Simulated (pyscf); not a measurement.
`[F][BH][F]` + `[SiH4]` → `[F][BH][F]` + `[SiH4]` (four-centre exchange; singlet surface; B–H, H–Si broken, B–H, H–Si formed). Optimised with ωB97X-D3(BJ)/def2-SVP in PySCF. Correlated levels are frozen-core, on RHF or UHF. ΔMP2 is the change of the MP2 total energy from the triple- to the quadruple-zeta basis. Energies in kJ/mol from the separated reactants.

```tsv
level	barrier	reaction energy
ωB97X-D3(BJ)/def2-TZVP	103.8	0.0
PBE/def2-TZVP	(withheld)	0.0
r²SCAN/def2-TZVP	94.8	0.0
M06-2X/def2-TZVP	107.9	0.0
ωB97M-D3(BJ)/def2-TZVP	110.4	0.0
HF/def2-TZVP	177.1	0.0
CCSD(T)/def2-TZVPP + ΔMP2(QZVPP)	(withheld)	0.0
```

Problem. Fill in the missing entries.

Solution. 
- PBE/def2-TZVP, barrier: 91.3
- CCSD(T)/def2-TZVPP + ΔMP2(QZVPP), barrier: 115.1

Of the functionals in the table, ωB97M-D3(BJ) is closest to CCSD(T)/def2-TZVPP + ΔMP2(QZVPP) in the barrier (4.8 kJ/mol apart) and PBE least close (23.8 kJ/mol); that level has limits of its own. At the saddle there is also a short B–Si contact that neither side keeps. One saddle was located; it need not be the lowest between these sides. The CCSD(T) − MP2 part came from Ansatz, without density fitting, on the same reference.
